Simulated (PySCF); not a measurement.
The first ionisation energy along the third row

Calculated with PySCF 2.14 from differences of total energies of unrestricted determinants, without spin-orbit coupling. Values in eV. The last column holds reference values (NIST; (s) semi-empirical, (t) theoretical, else measured). Unmarked ones compare directly (S terms, centres of terms, or small fine structure); those marked * lie between the lowest fine-structure levels and include a spin-orbit shift.

```csv
element,configurations,MP2 (valence),SCS-MP2 (valence),CCSD (valence),MP2 (valence and next inner shell),SCS-MP2 (valence and next inner shell),r2SCAN,reference
"Mg (dyall-acv3z, non-relativistic)",[Ne] 3s2 → [Ne] 3s1,7.261,7.392,7.529,7.403,7.503,7.370,7.646
"Al (dyall-acv3z, non-relativistic)",[Ne] 3s2 3p1 → [Ne] 3s2,5.836,5.820,5.926,5.820,5.808,6.176,5.977
"Si (dyall-acv3z, non-relativistic)",[Ne] 3s2 3p2 → [Ne] 3s2 3p1,8.051,7.963,8.077,8.055,7.967,8.321,8.157
"P (dyall-acv3z, non-relativistic)",[Ne] 3s2 3p3 → [Ne] 3s2 3p2,10.494,10.314,10.425,10.507,10.328,10.634,10.526
"S (dyall-acv3z, non-relativistic)",[Ne] 3s2 3p4 → [Ne] 3s2 3p3,10.012,10.095,10.119,10.023,10.102,10.366,10.336
"Cl (dyall-acv3z, non-relativistic)",[Ne] 3s2 3p5 → [Ne] 3s2 3p4,12.770,12.772,12.727,12.792,12.789,12.995,12.974
"Ar (dyall-acv3z, non-relativistic)",[Ar] → [Ne] 3s2 3p5,15.738,15.636,15.545,15.765,15.658,15.754,15.819
```

Task: Which of these methods has the smallest mean absolute error against the measured values here?

Result: r2SCAN, with 0.124 eV.

```
                                method  elements  mean error (eV)  mean absolute error (eV)  largest error (eV)
                         MP2 (valence)         7           -0.182                     0.182              -0.385
                     SCS-MP2 (valence)         7           -0.206                     0.206              -0.254
                        CCSD (valence)         7           -0.155                     0.155              -0.274
    MP2 (valence and next inner shell)         7           -0.153                     0.153              -0.312
SCS-MP2 (valence and next inner shell)         7           -0.183                     0.183              -0.234
                                r2SCAN         7            0.026                     0.124              -0.277
```

Errors include the incompleteness of the basis and the frozen core.

"Valence" correlates the outer s and p shells and, in groups 3 to 12 and the f block, the outer d or f shell, open or full, or the next shell where the ion has no valence electron left; the wider scheme adds the next inner shell.
